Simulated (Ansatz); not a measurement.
Molecule: C2H6O, charge 0, multiplicity 1. 
Structure (B3LYP-D3(BJ)/def2-TZVP (Ansatz, a first-principles code) minimum search):
```
O
C 1 1.4094
H 2 1.0890 1 107.47
H 2 1.0983 3 109.03 1 -120.94
H 2 1.0983 3 109.03 4 -118.12
C 1 1.4094 2 112.50 3 -180.00
H 6 1.0890 1 107.47 2 180.00
H 6 1.0983 7 109.03 1 120.94
H 6 1.0983 7 109.03 8 118.12
```
Charge 0, spin multiplicity 1.

Basis-set convergence of Hartree-Fock and MP2 correlation energies (hartree) with Ansatz. Cores are frozen in the correlated levels unless marked. No spin-orbit coupling. No relativistic terms.

```csv
basis,functions,E(HF),"E(corr, MP2)"
cc-pVDZ,-,-154.07591,-0.47828
cc-pVTZ,174,…,…
```

Problem. Fill in the missing entries.

Solution. 
- cc-pVTZ, E(HF): -154.12617
- cc-pVTZ, E(corr, MP2): -0.59820
